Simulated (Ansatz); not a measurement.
How far each method lies from RCCSDTQ for H₂S, singlet

Geometry: MP2(full)/6-31G*, from the G2/97 set.

```yaml
atoms:
  - { symbol: S, position_ang: [0.0000, 0.0000, 0.0544] }
  - { symbol: H, position_ang: [0.0000, 0.9743, -0.8648] }
  - { symbol: H, position_ang: [0.0000, -0.9743, -0.8648] }
```

Basis cc-pV(T+d)Z; Ansatz 0.2.0. Only valence electrons are correlated (noble-gas cores frozen), which leaves 8 electrons in 62 orbitals. R marks a restricted (for open shells ROHF) determinant. Active spaces: valence = (8e, 6o) chosen from the atoms' valence shells.

Full CI isn't at hand for all of this; RCCSDTQ serves as the reference, and is uncertain by about the last step of the cluster series.

The UHF ⟨S²⟩ is 0.000. The T1 diagnostic (RCCSD) is 0.0094 and the largest doubles amplitude (RCCSD) is 0.048.

Q: From what is known of these methods and the diagnostics, rank them by the size of their error in total energy against RCCSDTQ in cc-pV(T+d)Z, smallest first (an estimate: the text doesn't fix the numbers).
A. NEVPT2 (valence space)
B. RCCSDT
C. BCCD(T)
D. MRCISD+Q (valence space)
E. RHF

A: B (0.9 kJ/mol), C (2.8 kJ/mol), D (4.9 kJ/mol), A (114.7 kJ/mol), E (588.5 kJ/mol).

All errors are against RCCSDTQ in cc-pV(T+d)Z. Within each family the higher level lies nearer, as is usual though not guaranteed.

Natural occupations of CASSCF (valence space) about the gap: 1.999 1.997 1.978 1.975 0.030 0.022; effectively unpaired electrons, Σ n²(2−n)², 0.01.
